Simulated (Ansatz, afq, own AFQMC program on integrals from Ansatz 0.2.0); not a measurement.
# CH4 (singlet): AFQMC on the coupled-cluster ladder, 6-31G

An exercise on one series of results from a longer session: the logs are not shown, and one member is left open.

Method: 6-31G, frozen cores; program: Ansatz 0.2.0, Gaussian basis, and an in-house AFQMC program (afq) on its integrals; all values are calculated.

Plan: Full CI; PBE (unrestricted); r2SCAN (unrestricted); PBE0 (unrestricted); B3LYP (unrestricted); wB97M-V (unrestricted); B2PLYP (unrestricted); CCSD(T) on RHF; Full CI; CCSDT(Q) on RHF; CCSDTQ on RHF; Phaseless AFQMC, CISD trial on RHF; Phaseless AFQMC, single-determinant trial on RHF; Free-projection AFQMC, CISD trial on RHF; Phaseless AFQMC, CISD trial on RHF; UHF.

## The system

The geometry is a PBE0/def2-TZVP stationary point (not a proven minimum).

5 atoms, charge 0, spin multiplicity 1.

Atoms are counted from 1 here; the program's logs count them from 0.

Bond lengths: C1–H2 1.090 Å, C1–H3 1.090 Å, C1–H4 1.090 Å, C1–H5 1.090 Å. Angles: H2–C1–H3 109.5°, H2–C1–H4 109.5°, H2–C1–H5 109.5°, H3–C1–H4 109.5°, H3–C1–H5 109.5°, H4–C1–H5 109.5°.

As a file:

```mol
CH4
  3D, bonds by distance, orders not assigned

  5  4  0  0  0  0  0  0  0  0999 V2000
    0.0000    0.0000    0.0000 C   0  0
    0.6280    0.6300    0.6292 H   0  0
   -0.6316   -0.6267    0.6289 H   0  0
   -0.6266    0.6282   -0.6325 H   0  0
    0.6301   -0.6314   -0.6257 H   0  0
  1  2  8  0
  1  3  8  0
  1  4  8  0
  1  5  8  0
M  END
```

Set-up of the first run:

in.yaml

```yaml
crystal:
  periodic: [false, false, false]
  atoms:
    - {symbol: C, position_ang: [0.000000, 0.000000, 0.000000]}
    - {symbol: H, position_ang: [0.628037, 0.630011, 0.629222]}
    - {symbol: H, position_ang: [-0.631581, -0.626732, 0.628949]}
    - {symbol: H, position_ang: [-0.626594, 0.628165, -0.632497]}
    - {symbol: H, position_ang: [0.630138, -0.631444, -0.625675]}
basis:
  gaussian: {orbitals: 6-31G}
correlation: {method: fci, electrons: outside_noble_gas}
```

The run is started by

```
ansatz run in.yaml --threads 1 --pin off --events-out ev --progress --plain --max-ram 1843MiB
```

Steps of the session up to this table: Full CI; PBE (unrestricted); r2SCAN (unrestricted); PBE0 (unrestricted); B3LYP (unrestricted); wB97M-V (unrestricted); B2PLYP (unrestricted); CCSD(T) on RHF; CCSDT(Q) on RHF; CCSDTQ on RHF; Phaseless AFQMC, CISD trial on RHF; Phaseless AFQMC, single-determinant trial on RHF; Free-projection AFQMC, CISD trial on RHF; Phaseless AFQMC, CISD trial on RHF (settings varied); UHF.

One of the session's tables, all rows but one given; the rest of the session is left out.

On the RHF determinant, counted from full CI (exact for this spin and basis):

```
                                                             level  from full CI (kcal/mol)
                                                                HF                   +75.09
                                                               MP2                   +13.19
                                                              CCSD                    +1.19
                                                           CCSD(T)                    +0.19
                                                          CCSDT(Q)                     0.00
                                                            CCSDTQ                    +0.01
                                                           full CI                     0.00
              Phaseless AFQMC, CISD trial, step 0.005, 200 walkers                    -0.15
Phaseless AFQMC, single-determinant trial, step 0.005, 400 walkers                        ?
         Free-projection AFQMC, CISD trial, step 0.03, 200 walkers                    +0.08
```

Q: Estimate the row for Phaseless AFQMC, single-determinant trial, step 0.005, 400 walkers from the others.

As computed: from full CI (kcal/mol): -0.47. In the column «from full CI (kcal/mol)» it is the lowest.

Limits of these values: On RHF the phaseless walk with the CISD trial lies -0.15 kcal/mol from full CI, within three error bars.
